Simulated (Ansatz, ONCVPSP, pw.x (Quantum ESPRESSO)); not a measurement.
**From atom to crystal: ONCV potential for osmium (Os)**

ONCVPSP 4.0.1.1 (patched build) input, shortened (lines: element, Z, core and valence counts, functional; n l f; lmax; l rc ep ncon nbas qcut; lloc lpopt rc5 dvloc0; l nproj debl; icmod fcfact rcfact), PBEsol, scalar-relativistic:

```
  Os 76.00   10    4  -116133      upf
    1    0    2.00
    2    0    2.00
    2    1    6.00
    3    0    2.00
    3    1    6.00
    3    2   10.00
    4    0    2.00
    4    1    6.00
    4    2   10.00
    4    3   14.00
    5    0    2.00
    5    1    6.00
    5    2    6.00
    6    0    2.00
    2
    0    2.30    0.00    4    8    6.40
    1    1.95    0.00    4    8    7.30
    2    2.05    0.00    3    7    7.40
    4    5    1.40    0.00
    0    2    2.20
    1    1    2.90
    2    2    1.00
    3    5.75    1.60
```

Atomic tests: cutoffs needed: 17 Ha and 20 Ha (the cutoffs (Ha) at which the residual kinetic energy of the hardest occupied pseudo-wave falls to 1 and 0.1 mHa per electron); ghost test: no bound ghost flagged; no localised positive-energy state flagged; largest excitation error: -31 meV (all-electron minus pseudo) for 5s2 5p6 5d6 6s0, out of 4 test configurations.

Crystal test: bcc Os in pw.x 7.5, no spin, 15³ k-points, Fermi–Dirac smearing 0.01 Ry, cutoffs 50/200 Ry. The reference is all-electron LAPW (Ansatz 0.2.0) with the same functional, mesh and smearing; V0 and B0 come from Birch–Murnaghan fits to the pressures at five volumes. Errors are pseudo minus all-electron; Δ is the rms difference of the E(V) curves that follow from these fits, minima aligned, over ±6 % about the mean V0. Mesh and smearing are coarse, so the numbers serve the comparison and aren't converged zero-temperature values; the lattice is a test structure that the element need not adopt.

All-electron: a0 = 3.063 Å (V0 = 14.37 Å³/atom), B0 = 379.8 GPa.

**Question.** How far does the potential miss the all-electron equation of state?

**Answer.** mean pressure error (GPa): -10.67; a0 (Å): 3.034; a0 error (%): -0.94; B0 error (%): +5.1; Δ (meV/atom): 34.1. This is a poor potential for the solid.

```json
{"V (Å³/atom)": "13.631", "P all-electron (GPa)": "22.64", "P pseudo (GPa)": "10.30"}
{"V (Å³/atom)": "13.989", "P all-electron (GPa)": "10.78", "P pseudo (GPa)": "-0.64"}
{"V (Å³/atom)": "14.348", "P all-electron (GPa)": "0.50", "P pseudo (GPa)": "-10.08"}
{"V (Å³/atom)": "14.707", "P all-electron (GPa)": "-8.41", "P pseudo (GPa)": "-18.24"}
{"V (Å³/atom)": "15.065", "P all-electron (GPa)": "-16.11", "P pseudo (GPa)": "-25.26"}
```

**Question.** At the middle volume, how do free energy and pressure move when the wave cutoff is lowered (ecutrho kept at four times it)?

**Answer.**

| cutoff (Ry) | shift of F (meV/atom) | shift of P (GPa) |
| --- | --- | --- |
| 22 | +4213.0 | -192.18 |
| 30 | +458.3 | -29.38 |
| 40 | +20.4 | -1.70 |

Input at the middle volume:

```
&control
  calculation='scf', prefix='x', pseudo_dir='./', outdir='./tmp', tstress=.true., disk_io='low'
/
&system
  ibrav=0, nat=1, ntyp=1, ecutwfc=50, ecutrho=200, nbnd=16,
  occupations='smearing', smearing='fd', degauss=0.01
/
&electrons
  conv_thr=1e-09, mixing_beta=0.4, electron_maxstep=70
/
ATOMIC_SPECIES
Os 1.0 Os.UPF
CELL_PARAMETERS angstrom
  -1.53077182 1.53077182 1.53077182
  1.53077182 -1.53077182 1.53077182
  1.53077182 1.53077182 -1.53077182
ATOMIC_POSITIONS crystal
Os 0.0000 0.0000 0.0000
K_POINTS automatic
15 15 15 0 0 0
```

```bash
pw.x < Os.scf.in > Os.scf.out
```

Lines of the output:

```
Message from routine setup:
     using ibrav=0 with symmetry is DISCOURAGED, use correct ibrav instead
     lattice parameter (alat)  =       5.0104  a.u.
     unit-cell volume          =      96.8251 (a.u.)^3
     number of electrons       =        16.00
     number of Kohn-Sham states=           16
     kinetic-energy cutoff     =      50.0000  Ry
     charge density cutoff     =     200.0000  Ry
     scf convergence threshold =      1.0E-09
     Exchange-correlation= PBESOL
     number of k points=   120  Fermi-Dirac smearing, width (Ry)=  0.0100
     iteration #  1     ecut=    50.00 Ry     beta= 0.40
     total energy              =    -216.49162280 Ry
     estimated scf accuracy    <       0.02919899 Ry
     iteration #  2     ecut=    50.00 Ry     beta= 0.40
     total energy              =    -216.49382410 Ry
     estimated scf accuracy    <       0.00270331 Ry
     iteration #  3     ecut=    50.00 Ry     beta= 0.40
     total energy              =    -216.49406626 Ry
     estimated scf accuracy    <       0.00029177 Ry
     iteration #  4     ecut=    50.00 Ry     beta= 0.40
     total energy              =    -216.49408514 Ry
     estimated scf accuracy    <       0.00000529 Ry
     iteration #  5     ecut=    50.00 Ry     beta= 0.40
     total energy              =    -216.49408555 Ry
     estimated scf accuracy    <       0.00000086 Ry
     iteration #  6     ecut=    50.00 Ry     beta= 0.40
     total energy              =    -216.49408572 Ry
     estimated scf accuracy    <       0.00000009 Ry
     iteration #  7     ecut=    50.00 Ry     beta= 0.40
     total energy              =    -216.49408571 Ry
     estimated scf accuracy    <       0.00000002 Ry
     iteration #  8     ecut=    50.00 Ry     beta= 0.40
     the Fermi energy is    25.2129 ev
!    total energy              =    -216.49408571 Ry
     estimated scf accuracy    <          4.3E-10 Ry
     smearing contrib. (-TS)   =      -0.00589700 Ry
     The total energy is F=E-TS. E is the sum of the following terms:
     one-electron contribution =     -24.43434295 Ry
     hartree contribution      =      24.80629326 Ry
     xc contribution           =     -55.82874237 Ry
     ewald contribution        =    -161.03139666 Ry
     convergence has been achieved in   8 iterations
          total   stress  (Ry/bohr**3)                   (kbar)     P=     -100.84
```

The run at the middle volume (120 k-points, 8 iterations) took about 23 s on one core of a shared host (Neoverse-N1, 64 threads, 124 GiB, load 59).
